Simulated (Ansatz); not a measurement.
# How far each method lies from RCCSDT(Q) for Al₂H, doublet

Geometry: a point of a stretch scan, not a stationary point.

```xyz
3

Al    0.0000    0.0000    0.1353
Al    0.0000    0.0000   -2.5416
H     0.0000    0.0000    2.4063
```

Basis cc-pVDZ; Ansatz 0.2.0. Only valence electrons are correlated (noble-gas cores frozen), which leaves 7 electrons in 31 orbitals. R marks a restricted (for open shells ROHF) determinant, U an unrestricted one. Active spaces: pair = (3e, 3o) about the gap; valence = (7e, 9o) chosen from the atoms' valence shells.

Full CI isn't at hand for all of this; RCCSDT(Q) serves as the reference, and is uncertain by about the last step of the cluster series. The frozen core follows each run's orbitals, which can shift R against U totals by a few meV.

Unrestricted rows (U) aren't spin-pure: their determinants' ⟨S²⟩ exceeds S(S+1) by up to 0.35, so they mix in states of higher spin. HF rows are the lowest solutions found. Coupled cluster chose its determinant by trial CCSD, here up to 0.04 eV above the lowest Hartree–Fock solution of its kind, and MP2 stands on that determinant too. For open shells CISD is restricted-active-space CI with the open shells as a complete middle space.

```
UHF ⟨S²⟩                            : 1.100
⟨S²⟩ of the determinant under UCCSD : 0.989
T1 diagnostic (RCCSD)               : 0.0303
largest doubles amplitude (RCCSD)   : 0.140
T1 diagnostic (UCCSD)               : 0.0621
```

Problem. From what is known of these methods and the diagnostics, rank them by the size of their error in total energy against RCCSDT(Q) in cc-pVDZ, smallest first (an estimate: the text doesn't fix the numbers).
A. UHF
B. MRCISD+Q (pair space)
C. RMP2
D. CISD
E. RCCSD

Solution. B (0.62 kcal/mol), E (5.48 kcal/mol), D (12.26 kcal/mol), C (28.55 kcal/mol), A (89.03 kcal/mol).

All errors are against RCCSDT(Q) in cc-pVDZ. Below it: MRCISD+Q (pair space). Within each family the higher level lies nearer, as is usual though not guaranteed.

Natural occupations of CASSCF (valence space) about the gap: 1.947 1.916 1.851 0.987 0.122 0.063 0.049 0.036 0.027; effectively unpaired electrons, Σ n²(2−n)², 1.20.
